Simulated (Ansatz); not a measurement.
**P₂H₂+ (quartet): from Hartree-Fock to the top rungs, def2-TZVPP**

One table from this session's results is given with a row withheld; the runs are named, their logs left out.

Method: def2-TZVPP, core rule «outside noble gas», up to 10 orbitals frozen; program: Ansatz 0.2.0, Gaussian basis.

Plan: UHF; ROHF; CCSD(T) on UHF.

2 further runs of the same task are left out: 2 set aside as unsound or not needed.

**The geometry**

The geometry is a PBE0/def2-TZVP stationary point (not a proven minimum) of the parent state, kept for this charge and spin.

4 atoms, charge 1, spin multiplicity 4.

Atoms are counted from 1 here; the program's logs count them from 0.

Bond lengths: P1–P2 2.159 Å, P1–H3 1.428 Å, P2–H4 1.428 Å. Angles: P2–P1–H3 95.2°, P1–P2–H4 95.2°.

Coordinates:

```xyz
4

P    -0.03135   -0.07355    1.07704
P    -0.03135    0.07355   -1.07704
H     0.96336    0.93109    1.27616
H     0.96338   -0.93108   -1.27616
```

Set-up of the first run:

The input, in.yaml:

```yaml
crystal:
  periodic: [false, false, false]
  atoms:
    - {symbol: P, position_ang: [-0.031349, -0.073548, 1.077042]}
    - {symbol: P, position_ang: [-0.031350, 0.073548, -1.077042]}
    - {symbol: H, position_ang: [0.963360, 0.931093, 1.276164]}
    - {symbol: H, position_ang: [0.963376, -0.931077, -1.276164]}
basis:
  gaussian: {orbitals: def2-TZVPP}
total_charge: 1
magnetization: {spin_polarized: true, initial_magnetization: 3}
hamiltonian: {xc: hf}
output: {orbitals: {seedname: orbitals}}
```

Launch:

```
$ ansatz run in.yaml --threads 1 --pin off --events-out ev --progress --plain --max-ram 2560MiB --backend cpu
```

Steps of the session up to this table: UHF; ROHF; CCSD(T) on UHF.

One of the session's tables, all rows but one given; the rest of the session is left out.

```
  method  from UCCSD(T) (meV)
    ROHF              +7909.3
     UHF                    ?
    UMP2              +1486.9
   UCCSD               +337.1
UCCSD(T)                    0
```

Estimate the missing values for UHF.

**Answer.** from UCCSD(T) (meV): +7540.7. In the column «from UCCSD(T) (meV)» it lies between UMP2 (+1486.9) and ROHF (+7909.3).
